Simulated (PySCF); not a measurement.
Gas-phase reaction: 3 BClF + BF3 ⇌ BCl3 + 3 BF2

Computed with PySCF and rigid-rotor harmonic-oscillator thermochemistry at 1 bar. 'Table' is the NASA 1993 thermochemical table (part measured, part estimated). After a fit of one offset per element over all species, the range-separated, M06-2X, PBE0/def2-QZVP and CCSD(T)/def2-TZVPP enthalpies, where run, lie to one side of the table for BClF (+50 kJ/mol), BF2 (+92 kJ/mol): a fault of the table's entry, another state or a shared error of the levels is possible; this was not checked at source. † marks an energy on the PBE0/def2-TZVP geometry and frequencies; other levels use their own. CCSD(T) freezes the core. 6-31G* has spherical d functions here. Open shells (unrestricted): BClF (multiplicity 2), BF2 (multiplicity 2); the rest are closed-shell singlets. B3LYP is the form with VWN-RPA correlation. For this reaction the table lies outside the span of B3LYP, CCSD(T), M06-2X, MP2, PBE0, r2SCAN, ωB97M-V, ωB97X-V in their largest bases here; which side is off was not settled. CCSD(T) isn't extrapolated to the basis-set limit; its ΔH°(298 K) is 26.2 kJ in def2-SVP and 20.3 kJ in def2-TZVPP. The harmonic model lacks anharmonicity and excited electronic states, which grow with temperature; levels with a mode under 35 cm⁻¹ are left out. The table's entry may be an old estimate for BClF, BF2 (not checked at source).

```
level              ΔH°(298 K), kJ  minus table  ΔG°(800 K), kJ
-----------------  --------------  -----------  --------------
table                       -95.8            -           -84.0
B3LYP/6-31G*                 38.2        134.0            53.2
CCSD(T)/def2-SVP†            26.2        122.0            40.8
HF/6-31G*                    40.8        136.6            55.7
HF/def2-TZVP†                27.2        123.0            41.8
PBE/def2-SVP                 22.2        118.0            36.5
PBE/def2-TZVP†               15.9        111.7            30.4
PBE0/def2-QZVP†              19.3        115.1            33.9
PBE0/def2-SVP†               25.1        120.9            39.6
PBE0/def2-TZVP               18.9        114.7            33.5
```
